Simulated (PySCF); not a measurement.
Energy profile

The step: AlH₃S₂ ([SH][AlH][SH]) → AlHS ([AlH][S]) + H₂S (still joined by a long Al–S bond); bonds formed: S2–H4; bonds broken: S3–H4; bonds weakened to dative contacts: Al1–S2 (atoms numbered as in the saddle structure below).

Al1  (-1.071, 0.008, -0.290)
S2  (1.238, 0.824, 0.200)
S3  (-0.502, -1.737, -1.193)
H4  (1.185, -0.443, -0.414)
H5  (-2.117, 1.048, 0.258)
H6  (1.267, 0.301, 1.439)
(Å)

Electronic energies by CCSD(T) at an estimated basis limit (MP2 extrapolated from triple and quadruple zeta, plus CCSD(T) − MP2 in triple zeta), on PBE0-D4/def2-TZVP structures; AlH3S2, closed shell; no counterpoise correction. Program: PySCF 2.14 with density fitting (its default auxiliary sets; JK sets also for MP2 and CCSD(T)). Basis: def2-TZVPP and def2-QZVPP. Cores are frozen in the correlated methods. Extrapolation: Hartree–Fock as exp(−7.88 √X), correlation as X^−2.97.

(1) Give the profile in kJ/mol, counted from the start structure. (Judge from chemistry; the value comes from the calculation.)

The T1 diagnostic stays at or below 0.019.

Results:

(1) The calculation gives:
```csv
point,kJ/mol
start structure,0.0
saddle,168.5
end structure,160.6
"separated: AlHS (linked as [AlH][S]; Al1, S3, H5; singlet) + H2S (S2, H4, H6; singlet)",210.4
```

For scale, one of the runs: CCSD(T)/def2-TZVPP, 168 basis functions, launched by `OMP_NUM_THREADS=4 python run.py`. Time: 45 s of wall clock on 4 CPU threads of an AMD EPYC 9R45; the host was shared. Peak host memory: 1.1 GiB.
